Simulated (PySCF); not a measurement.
## MgAl⁻: energy against distance

Set-up: PySCF, no relativity, basis sets Mg aug-pcseg-1, Al aug-pcseg-1. Energies in eV from Mg + Al⁻ in their ground configurations at the same level. State: ³Σ⁻ (triplet), unpaired electrons π ↑↑.

```tsv
R (Å)	PBE	B3LYP	r²SCAN
2.394	-0.6828	-0.3314	-0.768
2.506	-0.8515	-0.5047	-0.933
2.617	-0.9427	-0.6033	-1.019
2.700	-0.9737	-0.6417	-1.046
2.784	-0.9811	-0.6578	-1.048
2.868	-0.9708	-0.6574	-1.033
2.979	-0.9376	-0.6392	-0.993
3.118	-0.8766	-0.5990	-0.923
3.285	-0.7899	-0.5390	-0.825
3.508	-0.6712	-0.4566	-0.689
```

**Question.** Put a parabola through the three lowest points of the PBE curve and estimate Re, k and ωe (reduced mass 12.7 u; 1 eV/Å² = 0.16022 mdyn/Å; ωe = 1302.8·√(k/μ) cm⁻¹).

**Answer.** Through R = 2.7, 2.784, 2.868 Å the second-order coefficient is 1.25 eV/Å², so Re ≈ 2.777 Å, k ≈ 0.402 mdyn/Å and ωe ≈ 232 cm⁻¹. A polynomial fit of higher order to the unrounded PBE energies gives Re = 2.773 Å, k = 0.420 mdyn/Å, ωe = 237 cm⁻¹; anharmonicity and rounding make the difference.

The higher-order fit for each curve: PBE: Re = 2.773 Å, ωe = 237 cm⁻¹, De = 0.98 eV; B3LYP: Re = 2.823 Å, ωe = 208 cm⁻¹, De = 0.66 eV; r²SCAN: Re = 2.752 Å, ωe = 248 cm⁻¹, De = 1.05 eV.

For an ion De counts to the pair picked by the measured ionisation energies or electron affinities, which need not be the lowest pair at this level. The highest Kohn–Sham level is positive in this anion. Much of that is self-interaction error, but it also means that the finite basis helps to hold the extra electron. The state is the lowest determinant that a PBE0 search found; another state may lie lower at other levels.
